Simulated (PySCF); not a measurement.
HS, SMILES `[SH]` (charge 0, multiplicity 2)

Calculation: PySCF with PBE0-D3(BJ)/def2-TZVP.

```json
{
  "highest_occupied_spin_orbital": "-7.41 eV",
  "dipole_moment": "0.90 D",
  "total_energy": "-398.6125 Ha",
  "cost": "very roughly 7 core-seconds"
}
```

Bond lengths (Å): S1–H2 1.346.
Charge 0, spin multiplicity 2.
